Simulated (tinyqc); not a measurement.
Worked calculation: UKS/exchange-only LDA in the sto-3g basis, for BH2, spin multiplicity 2. One step of it, computed by the program tinyqc.

Question. Iteration 1: building the Kohn-Sham matrix. J_ij = sum D_kl (ij|kl) with D = D(alpha) + D(beta); F = H + J + V_xc; E = tr D H + tr D J / 2 + E_xc + E_nn.

D(alpha) at the start:
```
            1B 1s      1B 2s    1B 2px     1B 2py     1B 2pz      2H 1s      3H 1s
1B 1s    0.010531  -0.048800  0.000000   0.000000   0.074304   0.040987   0.040987
1B 2s   -0.048800   0.239982  0.000000   0.000000  -0.270818  -0.267606  -0.267606
1B 2px   0.000000   0.000000  1.000000   0.000000   0.000000   0.000000   0.000000
1B 2py   0.000000   0.000000  0.000000   0.117709   0.000000  -0.268080   0.268080
1B 2pz   0.074304  -0.270818  0.000000   0.000000   0.914444  -0.123109  -0.123109
2H 1s    0.040987  -0.267606  0.000000  -0.268080  -0.123109   1.205775  -0.015324
3H 1s    0.040987  -0.267606  0.000000   0.268080  -0.123109  -0.015324   1.205775
```

D(beta) at the start:
```
            1B 1s      1B 2s    1B 2px     1B 2py     1B 2pz      2H 1s      3H 1s
1B 1s    0.010531  -0.048800  0.000000   0.000000   0.074304   0.040987   0.040987
1B 2s   -0.048800   0.239982  0.000000   0.000000  -0.270818  -0.267606  -0.267606
1B 2px   0.000000   0.000000  0.000000   0.000000   0.000000   0.000000   0.000000
1B 2py   0.000000   0.000000  0.000000   0.117709   0.000000  -0.268080   0.268080
1B 2pz   0.074304  -0.270818  0.000000   0.000000   0.914444  -0.123109  -0.123109
2H 1s    0.040987  -0.267606  0.000000  -0.268080  -0.123109   1.205775  -0.015324
3H 1s    0.040987  -0.267606  0.000000   0.268080  -0.123109  -0.015324   1.205775
```

core Hamiltonian H = T + V (hartree):
```
             1B 1s      1B 2s     1B 2px     1B 2py     1B 2pz      2H 1s      3H 1s
1B 1s   -12.965061  -3.360770   0.000000   0.000000  -0.007552  -0.305909  -0.305909
1B 2s    -3.360770  -4.053001   0.000000   0.000000  -0.074772  -0.929321  -0.929321
1B 2px    0.000000   0.000000  -3.217206   0.000000   0.000000   0.000000   0.000000
1B 2py    0.000000   0.000000   0.000000  -3.320101   0.000000  -0.890409   0.890409
1B 2pz   -0.007552  -0.074772   0.000000   0.000000  -3.235397  -0.381356  -0.381356
2H 1s    -0.305909  -0.929321   0.000000  -0.890409  -0.381356  -2.247708  -0.065856
3H 1s    -0.305909  -0.929321   0.000000   0.890409  -0.381356  -0.065856  -2.247708
```

Two-electron integrals (ij|kl) in chemists' order, unique and non-zero (hartree):
```
(11|11) 2.923513    (21|11) 0.518376    (21|21) 0.109262    (22|11) 0.744229
(22|21) 0.193177    (22|22) 0.544804    (31|31) 0.020264    (32|31) 0.029996
(32|32) 0.120346    (33|11) 0.742491    (33|21) 0.193240    (33|22) 0.544682
(33|33) 0.586773    (41|41) 0.020264    (42|41) 0.029996    (42|42) 0.120346
(43|43) 0.031630    (44|11) 0.742491    (44|21) 0.193240    (44|22) 0.544682
(44|33) 0.523513    (44|44) 0.586773    (51|51) 0.020264    (52|51) 0.029996
(52|52) 0.120346    (53|53) 0.031630    (54|54) 0.031630    (55|11) 0.742491
(55|21) 0.193240    (55|22) 0.544682    (55|33) 0.523513    (55|44) 0.523513
(55|55) 0.586773    (61|11) 0.046345    (61|21) 0.009736    (61|22) 0.017287
(61|33) 0.017217    (61|41) 0.000624    (61|42) 0.001163    (61|44) 0.017405
(61|51) 0.000263    (61|52) 0.000489    (61|54) 0.000079    (61|55) 0.017250
(61|61) 0.000893    (62|11) 0.139465    (62|21) 0.036923    (62|22) 0.118478
(62|33) 0.114889    (62|41) 0.003677    (62|42) 0.024681    (62|44) 0.123932
(62|51) 0.001546    (62|52) 0.010377    (62|54) 0.003802    (62|55) 0.116488
(62|61) 0.003507    (62|62) 0.039978    (63|31) 0.003257    (63|32) 0.016214
(63|43) 0.004317    (63|53) 0.001815    (63|63) 0.003746    (64|11) 0.132361
(64|21) 0.035443    (64|22) 0.119774    (64|33) 0.113720    (64|41) 0.006149
(64|42) 0.038151    (64|44) 0.130330    (64|51) 0.001216    (64|52) 0.009224
(64|54) 0.005169    (64|55) 0.115130    (64|61) 0.003483    (64|62) 0.046856
(64|64) 0.057538    (65|11) 0.055653    (65|21) 0.014902    (65|22) 0.050360
(65|33) 0.047815    (65|41) 0.001216    (65|42) 0.009224    (65|44) 0.051169
(65|51) 0.003769    (65|52) 0.020092    (65|54) 0.005727    (65|55) 0.052038
(65|61) 0.001464    (65|62) 0.019701    (65|64) 0.022618    (65|65) 0.013256
(66|11) 0.321208    (66|21) 0.086444    (66|22) 0.314720    (66|33) 0.298380
(66|41) 0.008760    (66|42) 0.081118    (66|44) 0.339631    (66|51) 0.003683
(66|52) 0.034107    (66|54) 0.017344    (66|55) 0.305672    (66|61) 0.008259
(66|62) 0.147058    (66|64) 0.185406    (66|65) 0.077956    (66|66) 0.774606
(71|11) 0.046345    (71|21) 0.009736    (71|22) 0.017287    (71|33) 0.017217
(71|41) -0.000624   (71|42) -0.001163   (71|44) 0.017405    (71|51) 0.000263
(71|52) 0.000489    (71|54) -0.000079   (71|55) 0.017250    (71|61) 0.000851
(71|62) 0.003186    (71|64) 0.002958    (71|65) 0.001342    (71|66) 0.007460
(71|71) 0.000893    (72|11) 0.139465    (72|21) 0.036923    (72|22) 0.118478
(72|33) 0.114889    (72|41) -0.003677   (72|42) -0.024681   (72|44) 0.123932
(72|51) 0.001546    (72|52) 0.010377    (72|54) -0.003802   (72|55) 0.116488
(72|61) 0.003186    (72|62) 0.022701    (72|64) 0.020877    (72|65) 0.011005
(72|66) 0.061042    (72|71) 0.003507    (72|72) 0.039978    (73|31) 0.003257
(73|32) 0.016214    (73|43) -0.004317   (73|53) 0.001815    (73|63) 0.001802
(73|73) 0.003746    (74|11) -0.132361   (74|21) -0.035443   (74|22) -0.119774
(74|33) -0.113720   (74|41) 0.006149    (74|42) 0.038151    (74|44) -0.130330
(74|51) -0.001216   (74|52) -0.009224   (74|54) 0.005169    (74|55) -0.115130
(74|61) -0.002958   (74|62) -0.020877   (74|64) -0.018212   (74|65) -0.009989
(74|66) -0.056317   (74|71) -0.003483   (74|72) -0.046856   (74|74) 0.057538
(75|11) 0.055653    (75|21) 0.014902    (75|22) 0.050360    (75|33) 0.047815
(75|41) -0.001216   (75|42) -0.009224   (75|44) 0.051169    (75|51) 0.003769
(75|52) 0.020092    (75|54) -0.005727   (75|55) 0.052038    (75|61) 0.001342
(75|62) 0.011005    (75|64) 0.009989    (75|65) 0.007018    (75|66) 0.030465
(75|71) 0.001464    (75|72) 0.019701    (75|74) -0.022618   (75|75) 0.013256
(76|11) 0.009177    (76|21) 0.002421    (76|22) 0.007675    (76|33) 0.007497
(76|44) 0.007712    (76|51) 0.000193    (76|52) 0.001257    (76|55) 0.007809
(76|61) 0.000221    (76|62) 0.001979    (76|64) 0.002051    (76|65) 0.001078
(76|66) 0.006089    (76|71) 0.000221    (76|72) 0.001979    (76|74) -0.002051
(76|75) 0.001078    (76|76) 0.000135    (77|11) 0.321208    (77|21) 0.086444
(77|22) 0.314720    (77|33) 0.298380    (77|41) -0.008760   (77|42) -0.081118
(77|44) 0.339631    (77|51) 0.003683    (77|52) 0.034107    (77|54) -0.017344
(77|55) 0.305672    (77|61) 0.007460    (77|62) 0.061042    (77|64) 0.056317
(77|65) 0.030465    (77|66) 0.174637    (77|71) 0.008259    (77|72) 0.147058
(77|74) -0.185406   (77|75) 0.077956    (77|76) 0.006089    (77|77) 0.774606
```

nuclear repulsion = 3.39452325 hartree

V_xc(alpha) (hartree):
```
            1B 1s      1B 2s     1B 2px     1B 2py     1B 2pz      2H 1s      3H 1s
1B 1s   -0.500135  -0.140306   0.000000   0.000000   0.003765  -0.012206  -0.012206
1B 2s   -0.140306  -0.393685   0.000000   0.000000   0.028779  -0.095556  -0.095556
1B 2px   0.000000   0.000000  -0.420365   0.000000   0.000000   0.000000   0.000000
1B 2py   0.000000   0.000000   0.000000  -0.346053   0.000000  -0.102715   0.102715
1B 2pz   0.003765   0.028779   0.000000   0.000000  -0.415562  -0.043010  -0.043010
2H 1s   -0.012206  -0.095556   0.000000  -0.102715  -0.043010  -0.455180  -0.005424
3H 1s   -0.012206  -0.095556   0.000000   0.102715  -0.043010  -0.005424  -0.455180
```

V_xc(beta) (hartree):
```
            1B 1s      1B 2s     1B 2px     1B 2py     1B 2pz      2H 1s      3H 1s
1B 1s   -0.415868  -0.108726   0.000000   0.000000   0.005478  -0.009523  -0.009523
1B 2s   -0.108726  -0.303350   0.000000   0.000000   0.040484  -0.083696  -0.083696
1B 2px   0.000000   0.000000  -0.251232   0.000000   0.000000   0.000000   0.000000
1B 2py   0.000000   0.000000   0.000000  -0.292657   0.000000  -0.095777   0.095777
1B 2pz   0.005478   0.040484   0.000000   0.000000  -0.365976  -0.038187  -0.038187
2H 1s   -0.009523  -0.083696   0.000000  -0.095777  -0.038187  -0.450612  -0.004514
3H 1s   -0.009523  -0.083696   0.000000   0.095777  -0.038187  -0.004514  -0.450612
```

E_xc = sum of w rho eps_xc = -2.35641888 hartree

Give: Coulomb J; F(alpha); F(beta); total energy of this density.

Answer.

Coulomb J (hartree):
```
          1B 1s    1B 2s  1B 2px   1B 2py   1B 2pz   2H 1s    3H 1s
1B 1s    3.5194   0.9247  0.0000   0.0000  -0.0183  0.0825   0.0825
1B 2s    0.9247   2.8715  0.0000   0.0000  -0.0187  0.7469   0.7469
1B 2px   0.0000   0.0000  2.8142   0.0000   0.0000  0.0000   0.0000
1B 2py   0.0000   0.0000  0.0000   2.9065   0.0000  0.8128  -0.8128
1B 2pz  -0.0183  -0.0187  0.0000   0.0000   2.8912  0.3409   0.3409
2H 1s    0.0825   0.7469  0.0000   0.8128   0.3409  2.7985   0.0454
3H 1s    0.0825   0.7469  0.0000  -0.8128   0.3409  0.0454   2.7985
```

F(alpha) (hartree):
```
          1B 1s    1B 2s   1B 2px   1B 2py   1B 2pz    2H 1s    3H 1s
1B 1s   -9.9458  -2.5764   0.0000   0.0000  -0.0220  -0.2356  -0.2356
1B 2s   -2.5764  -1.5751   0.0000   0.0000  -0.0646  -0.2780  -0.2780
1B 2px   0.0000   0.0000  -0.8234   0.0000   0.0000   0.0000   0.0000
1B 2py   0.0000   0.0000   0.0000  -0.7596   0.0000  -0.1804   0.1804
1B 2pz  -0.0220  -0.0646   0.0000   0.0000  -0.7598  -0.0835  -0.0835
2H 1s   -0.2356  -0.2780   0.0000  -0.1804  -0.0835   0.0956  -0.0258
3H 1s   -0.2356  -0.2780   0.0000   0.1804  -0.0835  -0.0258   0.0956
```

F(beta) (hartree):
```
          1B 1s    1B 2s   1B 2px   1B 2py   1B 2pz    2H 1s    3H 1s
1B 1s   -9.8615  -2.5448   0.0000   0.0000  -0.0203  -0.2329  -0.2329
1B 2s   -2.5448  -1.4848   0.0000   0.0000  -0.0529  -0.2661  -0.2661
1B 2px   0.0000   0.0000  -0.6543   0.0000   0.0000   0.0000   0.0000
1B 2py   0.0000   0.0000   0.0000  -0.7062   0.0000  -0.1734   0.1734
1B 2pz  -0.0203  -0.0529   0.0000   0.0000  -0.7102  -0.0787  -0.0787
2H 1s   -0.2329  -0.2661   0.0000  -0.1734  -0.0787   0.1001  -0.0249
3H 1s   -0.2329  -0.2661   0.0000   0.1734  -0.0787  -0.0249   0.1001
```

total energy of this density = -7.065710 hartree
